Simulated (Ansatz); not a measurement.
Molecule: OF (charge 0, doublet). 
Coordinates optimised at B3LYP-D3(BJ)/def2-TZVP (Ansatz, a quantum-chemistry and plane-wave program):
```xyz
2

O      0.0000     0.0000    -0.7142
F      0.0000     0.0000     0.6348
```
Charge 0, spin multiplicity 2.

Parts of the frozen-core correlation energy in cc-pVDZ (Ansatz, hartree). Frozen orbitals: 2; correlated occupied orbitals by spin: 7 and 6; virtual: 19 and 20. UHF or UKS for open shells. No spin-orbit coupling. No relativistic terms.

```json
[
 {"term": "reference (HF)", "value": "-174.13475"},
 {"term": "MP2 opposite-spin", "value": "…"},
 {"term": "MP2 same-spin", "value": "-0.08879"},
 {"term": "CCSD correlation", "value": "…"},
 {"term": "(T)", "value": "…"},
 {"term": "CCSDT minus CCSD(T)", "value": "-0.00111"},
 {"term": "CCSDT(Q) minus CCSD(T)", "value": "-0.00232"},
 {"term": "T1 diagnostic", "value": "0.030"},
 {"term": "largest doubles amplitude", "value": "0.115"},
 {"term": "<S^2> of the reference", "value": "0.768"}
]
```

Question: Some entries are withheld; supply them.

Answer: 
- MP2 opposite-spin, value: -0.24841
- CCSD correlation, value: -0.35513
- (T), value: -0.00801
